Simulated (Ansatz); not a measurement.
Input file:

```yaml
crystal:
  periodic: [false, false, false]
  atoms:
    - {symbol: C, position_ang: [0.000000, 0.000000, 1.155397]}
    - {symbol: Mg, position_ang: [0.000000, 0.000000, -0.851568]}
    - {symbol: H, position_ang: [0.000000, 0.000000, 2.244181]}
    - {symbol: H, position_ang: [0.000000, 0.000000, -2.548010]}
basis:
  gaussian: {orbitals: 6-31G}
total_charge: 1
magnetization: {spin_polarized: true, initial_magnetization: 1}
correlation: {method: ccsdtq, electrons: outside_noble_gas}
```

```sh
$ ansatz run in.yaml --threads 1 --pin off --events-out ev --progress --plain --max-ram 2393MiB
```

(1) Roughly how long does this take on 1 thread of Intel Xeon, shared host, and how much host memory?

```
546 factors; integrals over basis functions are off by at most 2.1e-7 eV
mean field evaluation 1: about -6481.1576 eV, gradient 6.7e0 eV
mean field evaluation 2: about -6481.1698 eV, gradient 6.7e0 eV
mean field evaluation 4: about -6481.6446 eV, gradient 4.4e-1 eV
mean field evaluation 8: about -6481.6479 eV, gradient 1.0e-3 eV
mean field evaluation 16: about -6480.5748 eV, gradient 8.5e0 eV
mean field evaluation 32: about -6480.1338 eV, gradient 5.8e0 eV
mean field evaluation 64: about -6480.2460 eV, gradient 2.2e0 eV
mean field evaluation 96: about -6478.0136 eV, gradient 2.1e0 eV
mean field evaluation 128: about -6480.3647 eV, gradient 4.1e-1 eV
mean field evaluation 160: about -6479.5725 eV, gradient 3.1e-3 eV
mean field evaluation 192: about -6478.3167 eV, gradient 2.3e-1 eV
mean field -6481.64790872 eV, -238.1961672267 hartree, gradient 2.6e-6 eV, S^2 0.755345; 7 other end points of the search recorded, 0 dependent functions left out
determinant -6481.64790872 eV, -238.1961672267 hartree, with singles and doubles -6483.86203620 eV, -238.2775349109 hartree
determinant -6480.37431853 eV, -238.1493636504 hartree, with singles and doubles -6482.40908737 eV, -238.2241400260 hartree
determinant -6479.57247104 eV, -238.1198962987 hartree, with singles and doubles -6481.94550241 eV, -238.2071035932 hartree
determinant -6478.31991304 eV, -238.0738656413 hartree, with singles and doubles -6480.84183078 eV, -238.1665444087 hartree
6 core orbitals not correlated: weight in the atoms' cores, before any rotation towards them, 1.000 or more for the frozen orbitals, at most 0.000 for the correlated occupied ones
reference -6481.64790872 eV, -238.1961672267 hartree; 4, 3 occupied and 16, 17 virtual orbitals, 546 factors
second order -1.56987270 eV of doubles, -0.00000000 eV of singles
cycle   1  -1.97302800 eV  change   -4.0e-1 eV  update   5.7e-2
cycle   2  -2.23002728 eV  change   -2.6e-1 eV  update   2.8e-2
cycle   3  -2.24463754 eV  change   -1.5e-2 eV  update   7.7e-3
cycle   4  -2.24629509 eV  change   -1.7e-3 eV  update   3.1e-3
cycle   5  -2.24665440 eV  change   -3.6e-4 eV  update   1.8e-3
cycle   6  -2.24672614 eV  change   -7.2e-5 eV  update   9.6e-4
cycle   7  -2.24684167 eV  change   -1.2e-4 eV  update   5.2e-4
cycle   8  -2.24701362 eV  change   -1.7e-4 eV  update   3.1e-4
cycle   9  -2.24706366 eV  change   -5.0e-5 eV  update   1.9e-4
cycle  10  -2.24701274 eV  change    5.1e-5 eV  update   8.7e-5
cycle  11  -2.24700739 eV  change    5.3e-6 eV  update   4.2e-5
cycle  12  -2.24700547 eV  change    1.9e-6 eV  update   2.2e-5
cycle  13  -2.24701260 eV  change   -7.1e-6 eV  update   1.1e-5
cycle  14  -2.24701374 eV  change   -1.1e-6 eV  update   5.5e-6
cycle  15  -2.24701331 eV  change    4.3e-7 eV  update   2.7e-6
cycle  16  -2.24701295 eV  change    3.7e-7 eV  update   1.7e-6
cycle  17  -2.24701245 eV  change    4.9e-7 eV  update   9.5e-7
cycle  18  -2.24701229 eV  change    1.7e-7 eV  update   4.6e-7
Total energy: -6483.89492101 eV, -238.2787434052 hartree
```

For the same geometry and basis full CI lies 0.3 meV higher.

Results:

(1) 53 s wall and 0.19 GiB.
